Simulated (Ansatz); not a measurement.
A structure relaxed at PBE0-D4/def2-TZVP, charge 0, multiplicity 1:

```csv
atom,x (Å),y (Å),z (Å)
B1,0.7260,0.0329,-0.9598
Si2,-0.4786,-0.0230,0.6357
F3,0.2352,-0.5815,1.9622
H4,1.8703,-0.3080,-0.9475
H5,0.2740,0.4337,-1.9933
H6,-1.6500,-0.9012,0.3592
H7,-0.9769,1.3471,0.9434
```

Problem. Give its formula and SMILES.

Solution. BFH4Si, `B[SiH2]F`.

Problem. Point group (tolerance 0.08 Å, 0.16 Å for H)?

Solution. Cs.

Problem. Summarise the bond lengths by kind.

Solution. 1 × B–Si 2.000 Å; 2 × B–H 1.194 to 1.197 Å; 1 × F–Si 1.607 Å; 2 × H–Si 1.490 Å.

Computed with Ansatz.
